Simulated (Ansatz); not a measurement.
# Iodine, solid I2 (Cmce) under PBE: how the Fermi-Dirac smearing moves the result

Aim: find which Fermi-Dirac smearing width is enough for energy and pressure. The geometry was relaxed under PBE beforehand and stays fixed; 7 values are run, from 0.01 to 1.0 eV. Wanted are the values from which on the energy stays within 10 and 1 meV/atom, and the pressure within 0.5 GPa, of the narrowest run. Within the series other settings stay, but some runs also write fields, which adds to their time. Spin polarisation is left out.

Program: Ansatz 0.2.0. Level of theory: DFT PBE, plane waves with PAW, scalar-relativistic. These are calculated values, not measurements.

1 further run of the same task is left out (set aside as unsound or not needed).

## (1) The starting structure

The structure is orthorhombic, space group Cmce (No. 64). Conventional cell: a = 8.938 Å, b = 4.603 Å, c = 9.876 Å, α = 90.00°, β = 90.00°, γ = 90.00°. Around I (site symmetry m) lie 1 I at 2.81 Å.

Structure file:

```cif
data_structure
_symmetry_space_group_name_H-M 'P 1'
_symmetry_Int_Tables_number 1
_cell_length_a 5.0270
_cell_length_b 5.0270
_cell_length_c 9.8760
_cell_angle_alpha 90.000
_cell_angle_beta 90.000
_cell_angle_gamma 54.496
_cell_volume 203.17
loop_
_atom_site_label
_atom_site_type_symbol
_atom_site_fract_x
_atom_site_fract_y
_atom_site_fract_z
_atom_site_occupancy
I1 I 0.84274 0.15726 0.12201 1
I2 I 0.65726 0.34274 0.62201 1
I3 I 0.15726 0.84274 0.87799 1
I4 I 0.34274 0.65726 0.37799 1
```

## (2) With a width of 0.01 eV

The run at 0.01 eV.

The input, input.yaml:

```yaml
crystal:
  lattice:
    - [4.4691335775, -2.3015586197, 0.0]
    - [4.4691335775, 2.3015586197, 0.0]
    - [0.0, 0.0, 9.8759877929]
  atoms:
    - { symbol: I, position: [0.8427352896, 0.1572647104, 0.1220149726] }
    - { symbol: I, position: [0.6572647104, 0.3427352896, 0.6220149726] }
    - { symbol: I, position: [0.1572647104, 0.8427352896, 0.8779850274] }
    - { symbol: I, position: [0.3427352896, 0.6572647104, 0.3779850274] }
hamiltonian:
  xc: pbe
  pseudopotentials:
    kind: paw
    azcp:
      I: "pseudopotentials/I.paw.azcp"
basis:
  ecutwfc: 420
  fft_grid_basis: typed
kpoints:
  mp_grid: { grid: [8, 8, 4], shift: [0, 0, 0] }
magnetization:
  spin_polarized: false
scf:
  occupations: { method: fermi_dirac, width: 0.01 }
  lower_state_search: "off"
output:
  stress: true
```

Run with:

```sh
> ansatz run input.yaml --threads 1 --pin off --max-ram 3584MiB --backend cpu --events-out ev --progress --plain --runs-dir out
```

## (3) With a width of 0.03 eV

The run at 0.03 eV.

input.yaml: that of step 2 with these lines changed.

```diff
@@ -24,3 +24,3 @@
 scf:
-  occupations: { method: fermi_dirac, width: 0.01 }
+  occupations: { method: fermi_dirac, width: 0.03 }
   lower_state_search: "off"
@@ -28 +28,5 @@
   stress: true
+  write_density: true
+  write_potential: true
+  elf: true
+  volumetric_format: npy
```

## (4) With a width of 0.1 eV

The run at 0.1 eV.

input.yaml: that of step 3 with these lines changed.

```diff
@@ -24,3 +24,3 @@
 scf:
-  occupations: { method: fermi_dirac, width: 0.03 }
+  occupations: { method: fermi_dirac, width: 0.1 }
   lower_state_search: "off"
@@ -28,5 +28 @@
   stress: true
-  write_density: true
-  write_potential: true
-  elf: true
-  volumetric_format: npy
```

## (5) With a width of 0.2 eV

The run at 0.2 eV.

input.yaml: that of step 4 with these lines changed.

```diff
@@ -24,3 +24,3 @@
 scf:
-  occupations: { method: fermi_dirac, width: 0.1 }
+  occupations: { method: fermi_dirac, width: 0.2 }
   lower_state_search: "off"
```

## (6) With a width of 0.3 eV

The run at 0.3 eV.

input.yaml: that of step 5 with these lines changed.

```diff
@@ -24,3 +24,3 @@
 scf:
-  occupations: { method: fermi_dirac, width: 0.2 }
+  occupations: { method: fermi_dirac, width: 0.3 }
   lower_state_search: "off"
```

## (7) With a width of 0.6 eV

The run at 0.6 eV.

input.yaml: that of step 6 with these lines changed.

```diff
@@ -24,3 +24,3 @@
 scf:
-  occupations: { method: fermi_dirac, width: 0.3 }
+  occupations: { method: fermi_dirac, width: 0.6 }
   lower_state_search: "off"
```

## (8) With a width of 1.0 eV

The run at 1.0 eV.

input.yaml: that of step 7 with these lines changed.

```diff
@@ -24,3 +24,3 @@
 scf:
-  occupations: { method: fermi_dirac, width: 0.6 }
+  occupations: { method: fermi_dirac, width: 1.0 }
   lower_state_search: "off"
@@ -28 +28,5 @@
   stress: true
+  write_density: true
+  write_potential: true
+  elf: true
+  volumetric_format: npy
```

(Steps that only read results are left out.)

Q: Predict the outcome of this session.

The runs gave:

| quantity | value |
| --- | --- |
| E(σ → 0) stays within 10 meV/atom of 0.01 eV | up to 0.2 eV |
| E(σ → 0) stays within 1 meV/atom | up to 0.1 eV |
| pressure stays within 0.5 GPa | up to 0.3 eV |
| pressure at 0.01 eV | -0.02 GPa |

What this shows: The far end, 1.0 eV, lies +72.9 meV/atom and +4.3 GPa from the yardstick. The free energy F moves by -896.7 meV/atom over the range, and the estimate for σ → 0 by +72.9. While the width stays far under the gap, it changes nothing. The cell taken over is 23 % larger than the measured one (41.15 Å³/atom, COD); without dispersion its layers, chains or molecules have drifted apart, so it no longer stands for the bulk solid.
